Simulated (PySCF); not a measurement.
Choosing a molecule for a target property.

Species are written as SMILES; each is one conformer at its optimised geometry, gas phase, non-relativistic unless stated; the electronic structure was computed with PySCF and density fitting.

Dipoles, sizes and rotational constants follow the conformer. The torsions of the flexible species, by atom-mapped SMILES:
- `[CH3:1][C@H:2]([F:3])[C:4](=[O:5])[OH:6]`: C1–C2–C4–O5 -68°, H–O6–C4–C2 180°
- `[H]/[N:1]=[CH:2]\[CH2:3][CH:4]1[CH2:5][CH2:6][CH2:7]1`: N1–C2–C3–C4 121°, C2–C3–C4–C5 -72°
- `[CH3:1][C:2]([CH3:3])([CH3:4])[C:5](=[O:6])[Cl:7]`: C1–C2–C5–O6 0°
- `[CH3:1][CH2:2][CH2:3][CH2:4][C:5]1=[N:6][CH2:7]1`: C1–C2–C3–C4 179°, C2–C3–C4–C5 -66°, C3–C4–C5–N6 142°
- `[CH2:1]=[C:2]([CH:3]=[O:4])[SiH2:5][F:6]`: C1–C2–C3–O4 180°, C1–C2–Si5–F6 0°

Question: Wanted: dipole moment below 0.7 D (CAM-B3LYP/def2-SVPD) and HOMO–LUMO gap above 9 eV (CAM-B3LYP/def2-SVPD), at GFN2-xTB geometries. Which candidate meets both?
A. `C#CF` (C2HF)
B. `CC1=CC(Cl)=NN=C1` (C5H5ClN2)
C. `C1(CCC1)C/C=N\[H]` (C6H11N)
D. `C[C@H](F)C(=O)O` (C3H5FO2)

Answer: D. Computed values:
```
                    species  dipole moment  HOMO–LUMO gap
  C[C@H](F)C(=O)O (C3H5FO2)         0.62 D       10.75 eV
                C#CF (C2HF)         0.77 D       10.88 eV
 C1(CCC1)C/C=N\[H] (C6H11N)         2.63 D        9.85 eV
CC1=CC(Cl)=NN=C1 (C5H5ClN2)         5.18 D        7.85 eV
```

Question: Wanted: electronic spatial extent ⟨r²⟩ about the centre of nuclear charge below 300 bohr² (CAM-B3LYP/def2-SVPD) and smallest rotational constant above 1.4 GHz (GFN2-xTB), at GFN2-xTB geometries. Which candidate meets both?
A. `Cc1cnnc(Cl)c1` (C5H5ClN2)
B. `CC(C)(C)C(=O)Cl` (C5H9ClO)
C. `[H]/N=C\CC1CCC1` (C6H11N)
D. `FC#C` (C2HF)
E. `C(CCC)C1CN=1` (C6H11N)
F. `C(=O)(O)[C@@H](F)C` (C3H5FO2)

Answer: D. Computed values:
```csv
species,electronic spatial extent ⟨r²⟩ about the centre of nuclear charge,smallest rotational constant
FC#C (C2HF),136 bohr²,9.716 GHz
C(=O)(O)[C@@H](F)C (C3H5FO2),546 bohr²,2.285 GHz
CC(C)(C)C(=O)Cl (C5H9ClO),930 bohr²,1.464 GHz
[H]/N=C\CC1CCC1 (C6H11N),949 bohr²,1.308 GHz
C(CCC)C1CN=1 (C6H11N),1018 bohr²,1.242 GHz
Cc1cnnc(Cl)c1 (C5H5ClN2),1178 bohr²,0.926 GHz
```

Question: Wanted: lowest triplet excitation (Tamm–Dancoff) between 4.5 eV and 5 eV (TDA CAM-B3LYP/def2-SVPD) and lowest singlet excitation below 5.6 eV (TDDFT CAM-B3LYP/def2-SVPD), at GFN2-xTB geometries. Which candidate meets both?
A. `C#CF` (C2HF)
B. `CC(C)(C)C(=O)Cl` (C5H9ClO)
C. `C[C@H](F)C(=O)O` (C3H5FO2)
D. `[H]/N=C\CC1CCC1` (C6H11N)
E. `Cc1cnnc(Cl)c1` (C5H5ClN2)

Answer: B. Computed values:
| species | lowest triplet excitation (Tamm–Dancoff) | lowest singlet excitation |
| --- | --- | --- |
| Cc1cnnc(Cl)c1 (C5H5ClN2) | 2.99 eV | 3.78 eV |
| [H]/N=C\CC1CCC1 (C6H11N) | 4.44 eV | 5.24 eV |
| CC(C)(C)C(=O)Cl (C5H9ClO) | 4.59 eV | 5.11 eV |
| C[C@H](F)C(=O)O (C3H5FO2) | 5.40 eV | 5.89 eV |
| C#CF (C2HF) | 5.96 eV | 7.23 eV |

Question: Wanted: HOMO energy above -8.5 eV (CAM-B3LYP/def2-SVPD) and static isotropic polarisability above 50 au (CAM-B3LYP/def2-SVPD), at GFN2-xTB geometries. Which candidate meets both?
A. `c1c(Cl)nncc1C`
B. `[H]/N=C\CC1CCC1`
C. `C=C(C=O)[SiH2]F`
D. `C[C@H](F)C(=O)O`

Answer: A. Computed values:
```
        species  HOMO energy  static isotropic polarisability
C[C@H](F)C(=O)O     -9.95 eV                          45.4 au
C=C(C=O)[SiH2]F     -9.45 eV                          64.1 au
[H]/N=C\CC1CCC1     -8.68 eV                          75.7 au
  c1c(Cl)nncc1C     -8.41 eV                          84.0 au
```
